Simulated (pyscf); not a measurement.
Structures and frequencies: ωB97X-D3(BJ)/def2-SVP in PySCF.

**Question.** CH₄ + [Cl–Zr(Cl)–Cl]• -> H₃C–Zr(Cl)(Cl)–Cl + H•
Surface: doublet. Broken: C–H. Formed: C–Zr. Give ΔE‡ and ΔE from ωB97M-D3(BJ)/def2-TZVP, relative to the separated reactants.

**Answer.** ΔE‡ = 227.4 kJ/mol, ΔE = +171.5 kJ/mol. Zero-point energy shifts the barrier by -19.6 kJ/mol. It is a substitution at C, with an imaginary mode of 1480i cm⁻¹. This is the saddle that the search found; another between the same sides may lie lower. The angle at the attacked C is 180°. Open-shell species with a d-block atom are single-reference here; other states, and whether the spin sits on metal or ligand, were not checked. Elements past Kr carry the def2 core potentials, without spin-orbit coupling.
